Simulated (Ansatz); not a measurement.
Program: Ansatz 0.2.0.

Basis-set series for `CC=C=C=N`. Charge 0, multiplicity 1. Geometry: relaxed with PBE0-D4/def2-TZVP. It is one conformer, not always the lowest.

```tsv
functional	basis	functions	energy (Eh)	HOMO (eV)	LUMO (eV)
PBE0-D4	def2-SVP	95	-209.69170	-6.40	-1.67
PBE0-D4	def2-QZVPP	435	-209.93576	-6.57	-1.85
ωB97M-V	def2-SVP	95	-209.83900	-8.57	0.48
ωB97M-V	def2-QZVPP	435	-210.09318	-8.76	0.24
```

Question: Give the rows for def2-TZVPP. (Best estimate.)

Answer: The calculation gave: 
| functional | basis | functions | energy (Eh) | HOMO (eV) | LUMO (eV) |
| --- | --- | --- | --- | --- | --- |
| PBE0-D4 | def2-TZVPP | 225 | -209.92442 | -6.54 | -1.81 |
| ωB97M-V | def2-TZVPP | 225 | -210.08265 | -8.73 | 0.29 |

Positive LUMOs are unbound and depend on the basis.
